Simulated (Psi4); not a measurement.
Reaction (SMILES): C[SiH3] (CH3-SiH3) + [H][H] (H2) → C (CH4) + [SiH4] (SiH4)
B3LYP-D3(BJ)/def2-TZVP geometries, fixed; electronic energies without zero-point terms.

Effect of the treatment of two-electron integrals at PBE/aug-cc-pV(T+d)Z with Psi4, against the last row, where the energy of full hydrogenation is -6.90 kcal/mol.

| setting | largest shift of a total energy (mEh) | shift of the energy of full hydrogenation (kcal/mol) |
|---|---|---|
| scf_type: df | -0.029 | -0.002 |
| scf_type: cd | -0.071 | -0.003 |
| scf_type: pk | 0.000 | 0.000 |

Within 0.02 kcal/mol in the energy of full hydrogenation: scf_type: df; scf_type: cd. The largest shift is 0.071 mEh in a total energy and 0.003 kcal/mol in the difference.
